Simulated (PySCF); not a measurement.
Coordinates in bohr (charge 0 multiplicity 2):
```
Al    1.1439   -0.0935   -0.9693
F    -0.6940    0.0567   -3.4786
Cl   -0.5056    0.0413    2.6394
```

These are results of UPBE0/[Al def2-TZVP, F def2-TZVP, Cl def2-TZVP], no relativity, density fitting, PySCF, not measurements.

This geometry of AlFCl is a stationary point at this level.

Task: What is the point group?

Result: Cs.

Task: Is it a minimum?

Result: Yes: all harmonic wavenumbers are real.

Task: List the harmonic modes with their infrared intensities.

Result: 
| symmetry | ω (cm⁻¹) | IR (km/mol) |
| --- | --- | --- |
| a' | 190 | 17.9 |
| a' | 507 | 90.4 |
| a' | 839 | 132 |

Task: Give the atomic charges and bond orders.

Result: 
```tsv
atom	Mulliken	Löwdin	polar tensor	spin (Mulliken)	Mayer order to Al1
Al1	0.54	-0.25	1.05	0.89	–
F2	-0.31	-0.04	-0.56	0.03	1.12
Cl3	-0.23	0.28	-0.49	0.08	1.22
```

Other isomers or separated fragments may lie lower.
